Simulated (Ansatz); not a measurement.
`[BH2][AlH2]`. Charge 0, multiplicity 1.

Cartesian coordinates in Å:
```
B 0.984 -0.219 0.473
Al -0.885 0.196 -0.426
H 1.715 -1.088 0.085
H 1.405 0.395 1.416
H -1.005 1.242 -1.623
H -2.214 -0.527 0.074
```

(1) Give the diagnostics of a CCSD(T)/def2-TZVPP run (frozen core, the Gaussian-basis code of Ansatz). (Estimate.)

Answers

(1) Ansatz gave: T1 = 0.0104, largest single amplitude 0.017, largest double 0.037, (T) share of the correlation energy 2.4 %, 10 CCSD cycles. The RHF solution is stable towards an unrestricted one. T1 lies under the customary mark of 0.02 for closed shells.
